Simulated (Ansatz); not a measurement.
System: fcc Ir. Method: PBEsol+SOC (plane waves, PAW; Ansatz, an electronic-structure program).

Numerical settings: plane-wave cutoff 520 eV, 24×24×24 k mesh, Fermi–Dirac smearing 0.05 eV, PAW data made under PBE.

Cell (relaxed at this level):

```
Ir
1.0
    0.00000     1.91620     1.91620
    1.91620     0.00000     1.91620
    1.91620     1.91620     0.00000
Ir
1
Direct
  0.00000   0.00000   0.00000
```

Q: What does this level give for the bulk modulus and pressure derivative B′ of the bulk modulus?

A: 
- bulk modulus: 380 GPa
- pressure derivative B′ of the bulk modulus: 5.1

The run finds no gap.

Measured, for comparison: bulk modulus 365 GPa (corrected for temperature and zero-point phonon effects; as tabulated in Levämäki et al. (2014), arXiv:1402.3671). Computed (rounded) less measured: bulk modulus +4 %.

Computed values are for the static lattice.

It cost very roughly 4 core-minutes of CPU time.
